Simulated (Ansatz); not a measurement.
C3H6O2, SMILES COC1CO1, a geometry optimisation

Program: Ansatz 0.2.0, Python API.

`opt_c3h6o2.py`
```python
"""Geometry optimisation of C3H6O2."""

import ansatz as az
from ase import Atoms
import numpy as np

atoms = Atoms(["C", "O", "C", "C", "O", "H", "H", "H", "H", "H", "H"], positions=[
    [-1.6317, -0.077, 0.627],
    [-0.7988, 0.1022, -0.4888],
    [0.4848, -0.4087, -0.2155],
    [1.7352, 0.4028, -0.7595],
    [1.3457, 0.3955, 0.6237],
    [-2.6643, 0.3557, 0.3164],
    [-1.7462, -1.0824, 0.9037],
    [-1.2854, 0.5747, 1.4584],
    [0.6463, -1.4688, -0.098],
    [2.5567, -0.1332, -1.0399],
    [1.423, 1.2823, -1.3069],
])
mol = az.Crystal.molecule_from_ase(atoms)

calc = mol.calculation()
calc = calc.basis(gaussian="6-31G*").functional("pbe0")
symbols = [site.symbol for site in mol.cartesian_sites]
start = np.array([site.position_ang for site in mol.cartesian_sites], dtype=float)
def progress(event):
    if event["event"] == "relax_step":
        row = event["data"]
        print(f"step {row['step']:3d}  E = {row['lagrangian_ev']:.6f} eV  max force {row['allowed_force_max_ev_ang']:.4f} eV/A")


r = calc.relax(force_tolerance=0.02).session().plan().execute(on_event=progress).report
end = np.array(r["positions_ang"])

for key in ("converged", "free_energy_ev", "reference_energy_ev", "n_frozen", "n_occupied", "n_virtual"):
    print(f"{key:22s} {r[key]}")

print("final positions (A) and the move of each atom")
for symbol, xyz, old in zip(symbols, end, start):
    print(f"{symbol:2s} {xyz[0]:10.5f} {xyz[1]:10.5f} {xyz[2]:10.5f}   {np.linalg.norm(xyz - old):7.4f}")

charges = r["charge_distribution"]
dipole = np.array(charges["dipole_moment_e_ang"]) * 4.803205
print("dipole (D): {:.3f} {:.3f} {:.3f}, length {:.3f}".format(*dipole, np.linalg.norm(dipole)))
print("atom  Mulliken   Lowdin")
for symbol, m, l in zip(symbols, charges["mulliken_charges_e"], charges["lowdin_charges_e"]):
    print(f"{symbol:4s} {m:9.3f} {l:8.3f}")
```

```console
$ python opt_c3h6o2.py
step   1  E = -7292.397296 eV  max force 5.7438 eV/A
step   2  E = -7292.939404 eV  max force 2.0301 eV/A
step   3  E = -7293.019320 eV  max force 0.4753 eV/A
step   4  E = -7293.029146 eV  max force 0.3009 eV/A
step   5  E = -7293.031840 eV  max force 0.0573 eV/A
step   6  E = -7293.031950 eV  max force 0.0127 eV/A
converged              True
free_energy_ev         -7293.031965200287
reference_energy_ev    -7293.031965200287
n_frozen               0
n_occupied             [20, 20]
n_virtual              [67, 67]
final positions (A) and the move of each atom
C    -1.63038   -0.05166    0.61274    0.0291
O    -0.74392    0.14756   -0.47126    0.0733
C     0.50854   -0.34101   -0.21754    0.0718
C     1.64672    0.36613   -0.78138    0.0982
O     1.35074    0.42268    0.61794    0.0282
H    -2.60795    0.31430    0.29317    0.0737
H    -1.71342   -1.11797    0.87052    0.0587
H    -1.30252    0.50568    1.49864    0.0817
H     0.54527   -1.41781   -0.02378    0.1353
H     2.55708   -0.17111   -1.04707    0.0386
H     1.45513    1.28631   -1.33138    0.0406
dipole (D): -0.513 -1.065 -0.445, length 1.263
atom  Mulliken   Lowdin
C       -0.287   -0.222
O       -0.455   -0.087
C        0.285   -0.118
C       -0.177   -0.165
O       -0.441   -0.125
H        0.192    0.120
H        0.160    0.106
H        0.187    0.115
H        0.164    0.117
H        0.180    0.125
H        0.194    0.134
```

Reading the output:
- The settings weren't tested for convergence.
- The end point is the stationary point reached from this start; no frequency run checks that it is a minimum, and the basis set is modest.
- The Löwdin charges here are taken after orthogonalising the functions within each atom; they differ from plain Löwdin charges, and their signs can be unphysical.
- Finished in 25 s on 1 thread of Arm Neoverse V2, with other jobs on the host, peak memory 0.25 GiB.

(Lines on the test bed's own set-up are left out of the output.)
